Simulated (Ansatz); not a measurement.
**BSiH4 (SMILES B[SiH2]): levels of theory compared**

We compute a comparison of 6 runs (UHF/STO-3G, U-r2SCAN/STO-3G, U-wB97M-V/STO-3G, UB3LYP/STO-3G, USVWN5/STO-3G, UCCSDT/STO-3G) of BSiH4. 

The calculation is run with Ansatz 0.2.0.

43 further runs of the same task are left out: 43 set aside as unsound or not needed.

## 1. Starting point

BSiH4: 6 atoms, total charge 0, spin state doublet. As SMILES, `B[SiH2]`. The H3–B1 distance was set to 2.355 Å, away from the relaxed value. At this shape a bond of the SMILES string is far longer than usual.

Bond lengths: B1–Si2 1.878 Å, B1–H4 1.178 Å, Si2–H5 1.473 Å, Si2–H6 1.473 Å. Angles: B1–Si2–H5 129.0°, B1–Si2–H6 128.8°, Si2–B1–H4 121.3°, H5–Si2–H6 102.3°.

## 2. The energy at UHF/STO-3G (run 1)

File run.yaml:

```yaml
crystal:
  periodic: [false, false, false]
  atoms:
    - {symbol: B, position_ang: [0.723606, -0.510089, -0.646976]}
    - {symbol: Si, position_ang: [0.731726, 1.356681, -0.853606]}
    - {symbol: H, position_ang: [-0.730970, -1.564260, 0.876300]}
    - {symbol: H, position_ang: [1.444746, -1.198019, -1.274166]}
    - {symbol: H, position_ang: [1.555416, 2.186051, -1.749706]}
    - {symbol: H, position_ang: [-0.088034, 2.365091, -0.160086]}
basis:
  gaussian:
    orbitals: STO-3G
magnetization:
  spin_polarized: true
  initial_magnetization: 1
hamiltonian:
  xc: hf
accuracy: high
```

The run is started by

```bash
ansatz run run.yaml --threads 1 --pin off --max-ram 2610MiB --events-out events.jsonl --progress --plain --runs-dir runs
```

Output:

```text
Warning: RAYON_NUM_THREADS=1 ignored (pool sized by the plan → 1); use --threads N
Functional definition: HF
  name "HF"
  exchange = exact_x
  correlation = 0
308 factors; integrals over basis functions are off by at most 2.6e-8 eV
mean field evaluation 1: about -8485.5253 eV, gradient 1.3e1 eV
mean field evaluation 2: about -8485.5227 eV, gradient 1.3e1 eV
mean field evaluation 4: about -8488.4360 eV, gradient 2.0e0 eV
mean field evaluation 8: about -8488.5177 eV, gradient 3.6e-1 eV
mean field evaluation 16: about -8490.9244 eV, gradient 2.6e-4 eV
mean field evaluation 32: about -8490.7154 eV, gradient 1.7e-4 eV
mean field evaluation 64: about -8489.9898 eV, gradient 1.7e-5 eV
mean field -8490.92443511 eV, -312.0357176349 hartree, gradient 2.1e-8 eV, S^2 1.625026; 4 other end points of the search recorded, 0 dependent functions left out
reference -8490.92443511 eV, -312.0357176349 hartree; 12, 11 occupied and 6, 7 virtual orbitals, 308 factors
Total energy: -8490.92443511 eV, -312.0357176349 hartree
```

Run time: 0.49 s. Hardware: 1 thread of Intel Xeon Platinum 8259CL at 2.50GHz (Skylake/Cascade Lake), shared host.

## 3. A single-point energy at U-r2SCAN/STO-3G (run 2)

File job.yaml:

```yaml
basis:
  gaussian: {orbitals: STO-3G}
crystal:
  periodic: [false, false, false]
  atoms:
    - {symbol: B, position_ang: [0.723606, -0.510089, -0.646976]}
    - {symbol: Si, position_ang: [0.731726, 1.356681, -0.853606]}
    - {symbol: H, position_ang: [-0.730970, -1.564260, 0.876300]}
    - {symbol: H, position_ang: [1.444746, -1.198019, -1.274166]}
    - {symbol: H, position_ang: [1.555416, 2.186051, -1.749706]}
    - {symbol: H, position_ang: [-0.088034, 2.365091, -0.160086]}
magnetization: {spin_polarized: true, initial_magnetization: 1}
hamiltonian: {xc: r2scan}
accuracy: high
```

The run is started by

```bash
ansatz run job.yaml --threads 1 --pin off --max-ram 2610MiB --events-out events.jsonl --progress --plain --runs-dir runs
```

Output:

```text
Warning: RAYON_NUM_THREADS=1 ignored (pool sized by the plan → 1); use --threads N
Functional definition: r2SCAN
  name "r2SCAN"
  parameter k0 = 0.174
  parameter k1 = 0.065
  parameter a1 = 4.9479
  exchange = r2scan_x(k0 = k0, k1 = k1, a1 = a1)
  correlation = r2scan_c
308 factors; integrals over basis functions are off by at most 2.6e-8 eV
mean field evaluation 1: about -8507.0894 eV, gradient 1.5e1 eV
mean field evaluation 2: about -8496.1184 eV, gradient 2.3e1 eV
mean field evaluation 4: about -8508.9043 eV, gradient 9.3e0 eV
mean field evaluation 8: about -8510.3161 eV, gradient 1.4e0 eV
mean field evaluation 16: about -8510.3399 eV, gradient 3.1e-4 eV
mean field evaluation 32: about -8510.1075 eV, gradient 2.5e0 eV
mean field evaluation 64: about -8510.3399 eV, gradient 6.1e-3 eV
mean field -8510.33989949 eV, -312.7492227909 hartree, gradient 5.5e-8 eV, S^2 1.375014; 3 other end points of the search recorded, 0 dependent functions left out
reference -8510.33990059 eV, -312.7492228312 hartree; 12, 11 occupied and 6, 7 virtual orbitals, 308 factors
Total energy: -8510.33990059 eV, -312.7492228312 hartree
```

It took 14 s on 1 thread of Intel Xeon Platinum 8259CL at 2.50GHz (Skylake/Cascade Lake), shared host; peak memory 0.24 GiB.

Run 3 isn't shown in full; the table further down has it.

## 4. A single-point energy at UB3LYP/STO-3G (run 4)

run.yaml, as its differences from that of step 2:

```diff
@@ -16,3 +16,3 @@
 hamiltonian:
-  xc: hf
+  xc: {name: B3LYP}
 accuracy: high
```

The run is started by

```bash
ansatz run run.yaml --threads 1 --pin off --max-ram 2610MiB --events-out events.jsonl --progress --plain --runs-dir runs
```

Output:

```text
Warning: RAYON_NUM_THREADS=1 ignored (pool sized by the plan → 1); use --threads N
Functional definition: B3LYP
  name "B3LYP"
  parameter a0 = 0.2
  parameter ax = 0.72
  parameter ac = 0.81
  exchange = (1 - a0 - ax)*slater_x + ax*b88_x + a0*exact_x
  correlation = (1 - ac)*vwn_rpa_c + ac*lyp_c
308 factors; integrals over basis functions are off by at most 2.6e-8 eV
mean field evaluation 1: about -8508.5389 eV, gradient 1.5e1 eV
mean field evaluation 2: about -8499.5577 eV, gradient 2.0e1 eV
mean field evaluation 4: about -8510.8601 eV, gradient 7.0e0 eV
mean field evaluation 8: about -8511.5219 eV, gradient 1.6e0 eV
mean field evaluation 16: about -8511.7055 eV, gradient 9.8e-3 eV
mean field evaluation 32: about -8511.7044 eV, gradient 2.7e-1 eV
mean field evaluation 64: about -8511.5268 eV, gradient 6.4e-6 eV
mean field -8511.70549481 eV, -312.7994074929 hartree, gradient 2.8e-8 eV, S^2 1.274975; 3 other end points of the search recorded, 0 dependent functions left out
reference -8511.70552453 eV, -312.7994085852 hartree; 12, 11 occupied and 6, 7 virtual orbitals, 308 factors
Total energy: -8511.70552453 eV, -312.7994085852 hartree
```

Run time: 10 s. Hardware: 1 thread of Intel Xeon Platinum 8259CL at 2.50GHz (Skylake/Cascade Lake), shared host; peak memory 0.15 GiB.

Run 5 isn't shown in full; the table further down has it.

## 5. A single-point energy at UCCSDT/STO-3G (run 6)

File run.yaml:

```yaml
crystal:
  periodic: [false, false, false]
  atoms:
    - symbol: B
      position_ang: [0.723606, -0.510089, -0.646976]
    - symbol: Si
      position_ang: [0.731726, 1.356681, -0.853606]
    - symbol: H
      position_ang: [-0.730970, -1.564260, 0.876300]
    - symbol: H
      position_ang: [1.444746, -1.198019, -1.274166]
    - symbol: H
      position_ang: [1.555416, 2.186051, -1.749706]
    - symbol: H
      position_ang: [-0.088034, 2.365091, -0.160086]
basis:
  gaussian: {orbitals: STO-3G}
total_charge: 0
magnetization: {spin_polarized: true, initial_magnetization: 1}
correlation: {method: ccsdt, frozen_orbitals: {B: 1, H: 0, Si: 5}}
accuracy: high
scf: {omitted_lower_state_checks: [cluster_reference, increment]}
```

The run is started by

```bash
ansatz run run.yaml --threads 1 --pin off --max-ram 2610MiB --events-out events.jsonl --progress --plain --runs-dir runs
```

Output:

```text
Warning: RAYON_NUM_THREADS=1 ignored (pool sized by the plan → 1); use --threads N
[... 15 lines left out ...]
6 core orbitals not correlated: weight in the atoms' cores, before any rotation towards them, 0.999 or more for the frozen orbitals, at most 0.000 for the correlated occupied ones
[... 63 lines left out ...]
WARN: these amplitudes may be one of several solutions (largest doubles amplitude 0.54, level shift 0.00 eV)
Total energy: -8493.82988427 eV, -312.1424909223 hartree
Checks for a lower state left out: cluster_reference, increment
```

Wall time 3.3 s (1 thread of Intel Xeon Platinum 8259CL at 2.50GHz (Skylake/Cascade Lake), shared host).

## 6. All runs side by side

```
run             level  frozen core orbitals  energy (Eh)   ⟨S²⟩  wall time
  1        UHF/STO-3G                     –  -312.035718  1.625     0.49 s
  2   U-r2SCAN/STO-3G                     –  -312.749223  1.375       14 s
  3  U-wB97M-V/STO-3G                     –  -312.776201  1.309       68 s
  4     UB3LYP/STO-3G                     –  -312.799409  1.275       10 s
  5     USVWN5/STO-3G                     –  -311.258254  0.947        2 s
  6     UCCSDT/STO-3G                     6  -312.142491  1.625      3.3 s
```

## 7. Summary of results

| quantity | value |
| --- | --- |
| run 6: total energy | -312.14249 Eh |
| run 6: correlation energy (6 core orbitals frozen) | -106.8 mEh |
| run 6: ⟨S²⟩ of the reference determinant | 1.625 |
| run 6: T1 diagnostic | 0.074 |

Totals of different functionals can't be ranked against each other. In runs 1, 2, 3, 4, 5, 6 the basis is minimal, so the values are rough. Spin contamination of the reference: run 1 ⟨S²⟩ = 1.63, run 6 ⟨S²⟩ = 1.63, run 2 ⟨S²⟩ = 1.38, run 3 ⟨S²⟩ = 1.31, run 4 ⟨S²⟩ = 1.27, run 5 ⟨S²⟩ = 0.95. Where it is this large, the reference is a mixture of spin states, and values that rest on it are in doubt. All runs together took 98 s, the longest 68 s.
